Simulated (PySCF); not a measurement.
**How the method moves the adiabatic energies of losing or gaining an electron of `F[SiH3]` (FH3Si)**

All levels share the PBE0-D3(BJ)/ma-def2-SVP structures and the PBE0-D3(BJ)/ma-def2-SVP thermal terms; only the single-point energies (PySCF) change. Values are adiabatic energies of losing or gaining an electron (0 K, eV).

| level | ionisation energy to the radical cation | time |
| --- | --- | --- |
| HF/ma-def2-TZVP | 11.01 | 2.5 s |
| MP2/ma-def2-TZVP | 11.58 | 11 s |
| B3LYP-D3(BJ)/ma-def2-TZVP | 11.59 | – |
| CCSD(T)/ma-def2-TZVP | 11.63 | 5.7 min |

Times are wall times for all single points of a level on 1 thread of Arm Neoverse V2, a shared host; the dash marks the run that also made the structures.

Hartree-Fock leaves out electron correlation, so its ionisation energies and electron affinities from energy differences come out too low, often by 1 eV or more.

The spread: 0.63 eV, from 11.01 to 11.63.

Differences come from unrounded values, so a last digit can differ from that of the printed terms.

---

How the method moves the adiabatic energies of losing or gaining an electron of oxomethylium

Structure: `C#[O+]` ([CHO]+).

All levels share the PBE0-D3(BJ)/def2-SVP structures and the PBE0-D3(BJ)/def2-SVP thermal terms; only the single-point energies (PySCF) change. Values are adiabatic energies of losing or gaining an electron (0 K, eV).

```tsv
level	recombination energy to the radical	abs. error	time
HF/aug-cc-pVTZ	7.80	0.35	1.4 s
MP2/aug-cc-pVTZ	7.95	0.20	9 s
CCSD(T)/aug-cc-pVTZ	8.12	0.03	3.5 min
M06-2X/ma-def2-TZVP	8.25	0.10	–
ATcT 1.112	8.15
```

Times are wall times for all single points of a level on 1 thread of Intel Xeon Platinum 8375C @ 2.90GHz, a shared host; the dash marks the run that also made the structures.

Hartree-Fock leaves out electron correlation, so its ionisation energies and electron affinities from energy differences come out too low, often by 1 eV or more.

The spread: 0.45 eV, from 7.80 to 8.25.

---

# `B[SiH2]` (BH4Si•): adiabatic energies of losing or gaining an electron at several levels

The parent is a doublet.

All levels share the PBE0-D3(BJ)/ma-def2-SVP structures and the PBE0-D3(BJ)/ma-def2-SVP thermal terms; only the single-point energies (PySCF) change. Values are adiabatic energies of losing or gaining an electron (0 K, eV).

```csv
level,ionisation energy to the singlet cation,time
HF/ma-def2-TZVP,7.35,3.1 s
MP2/ma-def2-TZVP,7.94,13 s
CCSD(T)/ma-def2-TZVP,8.01,4.8 min
ωB97X-D3(BJ)/ma-def2-TZVP,8.05,–
```

Times are wall times for all single points of a level on 1 thread of Arm Neoverse V2, a shared host; the dash marks the run that also made the structures.

Hartree-Fock leaves out electron correlation, so its ionisation energies and electron affinities from energy differences come out too low, often by 1 eV or more.

The spread: 0.70 eV, from 7.35 to 8.05.
